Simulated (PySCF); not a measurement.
# HLi: calculation against experiment

**What was measured.**

From Liu, Meijer, Perez-Rios, Phys. Chem. Chem. Phys. 22 (2020) 24191, for the gas: dipole moment 5.882 D.

The runs below try to reproduce these values; the comparison stands at the end.

Species: HLi.
Atom-mapped SMILES: `[LiH:1]` (hydrogens: H2 on Li1)

Geometry (PBE/def2-TZVP, Å), atoms numbered from 1 in this order:
```
atom  x, y, z in Å
Li1    0.804   -0.003   -0.003
H2    -0.801    0.004   -0.011
```

The PySCF runs (gas phase, on this PBE/def2-TZVP geometry; no spin–orbit coupling):

| level | job | basis functions | wall time |
| --- | --- | --- | --- |
| PBE/def2-TZVP, grid level 1 | geometry optimisation from a GFN2-xTB start | 20 | 0.53 s |

Hardware: Arm Neoverse V2, one thread, on a shared host.

Results beside the measurements:

**Dipole moment.** Measured: 5.882 D (Liu, Meijer, Perez-Rios, Phys. Chem. Chem. Phys. 22 (2020) 24191).

```json
{"level": "PBE/def2-TZVP", "computed (D)": "5.628", "computed − measured (D)": "-0.254", "% (from the printed values)": "-4"}
```

The computed dipoles belong to one fixed geometry; measured ones are averaged over vibrations unless marked μe. Magnitudes are compared, not signs.

No measured geometry was used, and the causes of the misses weren't examined.
